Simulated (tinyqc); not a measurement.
Harmonic frequencies on the UHF/sto-3g surface (energies and gradients from PySCF), for LiH+, spin multiplicity 2, step by step. One step of it, computed by the program tinyqc.

Problem. One row of the Hessian: 1Liz. Displace 1Liz by +/-0.005 bohr; H(k, :) = (g(+) - g(-)) / (2 delta).

optimised positions (bohr):
```
,x,y,z
1Li,0.000000,0.000000,-0.573794
2H,0.000000,0.000000,3.149490
```

gradient at +delta (hartree/bohr):
```
,x,y,z
1Li,0.00000000,0.00000000,0.00013640
2H,0.00000000,0.00000000,-0.00013640
```

gradient at -delta (hartree/bohr):
```
,x,y,z
1Li,0.00000000,0.00000000,-0.00008223
2H,0.00000000,0.00000000,0.00008223
```

Give: row of the Hessian.

Solution.

row of the Hessian (hartree/bohr^2): 1Lix 0.000000, 1Liy 0.000000, 1Liz 0.021863, 2Hx 0.000000, 2Hy 0.000000, 2Hz -0.021863
